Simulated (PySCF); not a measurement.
These 2 structures share the formula [C4H3F2]+ (charge +1). Computed with PBE0-D3(BJ)/def2-SVP geometry optimisation, gas phase in PySCF. One conformer each; no zero-point energy, no entropy. No frequencies were run at this level. Point groups hold within 0.08 Å.

Problem. Rank from lowest to highest electronic energy at this level (kcal/mol).
A. `[F:1][CH2:2][c:3]1[cH:4][c+:5]1[F:6]` (charge +1) with F1–C2–C3–C4 1°
B. `[F:1][CH:2]([F:3])[c:4]1[cH:5][cH+:6]1` (charge +1) with F1–C2–C4–C5 -31°

Solution. B (0.0), A (2.6).

As drawn, the lower has two fluorines on one carbon, which the higher lacks. Neighbours under 5.0 kcal/mol apart (FC(F)c1c[cH+]1 and FCc1c[c+]1F) can change places with a better method, another conformer or zero-point energy.

| SMILES | E (Eh) | E rel (kcal/mol) | dipole about centre of mass (D) | point group | A, B, C (MHz) |
| --- | --- | --- | --- | --- | --- |
| FC(F)c1c[cH+]1 | -352.88243 | 0.0 | 7.63 | Cs | 7530, 2806, 2135 |
| FCc1c[c+]1F | -352.87825 | 2.6 | 1.88 | Cs | 12601, 1875, 1649 |

Problem. As an exercise, what shares would exp(−E/RT) give at 500 K from these electronic energies alone (no entropy, no degeneracies)?

Solution. RT = 0.994 kcal/mol: FC(F)c1c[cH+]1 93.3 %, FCc1c[c+]1F 6.7 %.
